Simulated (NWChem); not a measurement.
Molecule: nitrogen trifluoride (NF₃); SMILES FN(F)F

```xyz
4

F      0.8608     0.8608    -0.1216
N      0.0000     0.0000     0.4667
F     -1.1759     0.3151    -0.1216
F      0.3151    -1.1759    -0.1216
```
Atoms are numbered in this order, from 1.

All runs: NWChem. Coordinates come from a PBE0/def2-SVP optimisation. GIAO values for the isolated, static molecule; σ is the absolute isotropic shielding.

**Question.** What does the run give for PBE0/pcSseg-1? Quantities: σ F1 (ppm); σ N2 (ppm).

**Answer.** 
| Property | Result |
|---|---|
| σ F1 (ppm) | 82.0 |
| σ N2 (ppm) | -134.6 |
